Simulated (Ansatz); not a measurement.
**AlH$_{3}$, singlet: reading a ladder of total energies**

Geometry: a point of a stretch scan, not a stationary point.

```xyz
4

Al    0.0662   -0.1121    0.0002
H     1.6519   -0.0971    0.0001
H    -2.7096    4.5919   -0.0094
H    -0.7137   -1.4930    0.0031
```

Basis cc-pVDZ; Ansatz 0.2.0. Only valence electrons are correlated (noble-gas cores frozen), which leaves 6 electrons in 28 orbitals. Prefix R: restricted or restricted open-shell reference.

Full CI is exact within this basis and frozen core; it isn't the basis-set limit.

Runs differ by some tens of microhartree through their thresholds, so steps under 0.03 kcal/mol mean nothing.

```json
{"level": "RHF", "total energy (hartree)": "-243.372259"}
{"level": "RMP2", "total energy (hartree)": "-243.529751"}
{"level": "RCCSD*", "total energy (hartree)": "-243.590268"}
{"level": "RCCSD(T)*", "total energy (hartree)": "-243.611829"}
{"level": "RCCSDT*", "total energy (hartree)": "-243.601196"}
{"level": "RCCSDT(Q)*", "total energy (hartree)": "-243.602151"}
{"level": "RCCSDTQ*", "total energy (hartree)": "-243.601648"}
{"level": "full CI", "total energy (hartree)": "-243.601648"}
```

**Question.** What is the correlation energy at full CI, and what share of it do RMP2 and RCCSD recover?

**Answer.** E(corr) = -243.601648 − (-243.372259) = -0.229389 hartree = -6.242 eV. RMP2: -0.157492 / -0.229389 = 68.66 %. RCCSD: -0.218009 / -0.229389 = 95.04 %.

**Question.** By how many kcal/mol does RCCSD(T) miss full CI (1 hartree = 627.509 kcal/mol), and which steps make up the rest?

**Answer.** -243.611829 − (-243.601648) = -0.010181 hartree = -6.39 kcal/mol. Steps: RCCSDT − RCCSD(T) = 6.67, RCCSDT(Q) − RCCSDT = -0.60, RCCSDTQ − RCCSDT(Q) = 0.32, full CI − RCCSDTQ = 0.00 kcal/mol. With more than one leading determinant such errors change with state and geometry, and needn't cancel in differences.

An asterisk marks runs whose energy the program itself flagged as in doubt.
